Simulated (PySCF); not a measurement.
# C3H6: magnetic properties

The task here is to estimate one member of a computed series from the others.

Programs: PySCF 2.14.0, with routines of our own; each step states its level. All values are computed. Atoms count from 0.

## The starting structure

9 atoms, charge 0, multiplicity 1; geometry from: GFN2-xTB.

Set-up of the first run:

What the job is given:

```
{"job": {"xc": "PBE0", "basis": "def2-SVP", "d3": "d3bj", "grid": 1, "kind": "geom"}, "charge": 0, "multiplicity": 1}
C     -0.751886    -0.421670     0.016093
C      0.739630    -0.426391     0.135534
C      0.016726     0.850059    -0.159499
H     -1.337778    -0.546064     0.914048
H     -1.196068    -0.875927    -0.856373
H      1.175302    -0.554113     1.114748
H      1.314613    -0.882019    -0.656028
H     -0.043614     1.595796     0.618276
H      0.096636     1.266321    -1.151978
```

The run is started by

```sh
OMP_NUM_THREADS=1 python excited_run.py task.json out
```

One launch serves the whole session: the jobs run in the order shown.

Steps of the session up to this table: Geometry optimisation at PBE0-D3(BJ)/def2-SVP; Magnetic properties: GIAO B3LYP/def2-TZVPD; Magnetic properties: GIAO B3LYP/cc-pVDZ; Magnetic properties: GIAO B3LYP/3-21G; Magnetic properties: GIAO B3LYP/pcseg-1; Magnetic properties: GIAO B3LYP/pcSseg-1; Magnetic properties: GIAO B3LYP/def2-SVP.

One of the session's tables, all rows but one given; the rest of the session is left out.

It belongs to the step «Magnetic properties side by side». 

```
                level  gap (eV)
GIAO B3LYP/def2-TZVPD      8.53
   GIAO B3LYP/cc-pVDZ         ?
     GIAO B3LYP/3-21G     11.29
   GIAO B3LYP/pcseg-1      9.59
  GIAO B3LYP/pcSseg-1      9.59
  GIAO B3LYP/def2-SVP      9.95
```

Q: Estimate the row for GIAO B3LYP/cc-pVDZ from the others.

**Answer.** gap (eV): 9.87. In the column «gap (eV)» it lies between GIAO B3LYP/pcSseg-1 (9.59) and GIAO B3LYP/def2-SVP (9.95).

Limits of these values: Vibrational averaging and real surroundings are missing from these values.
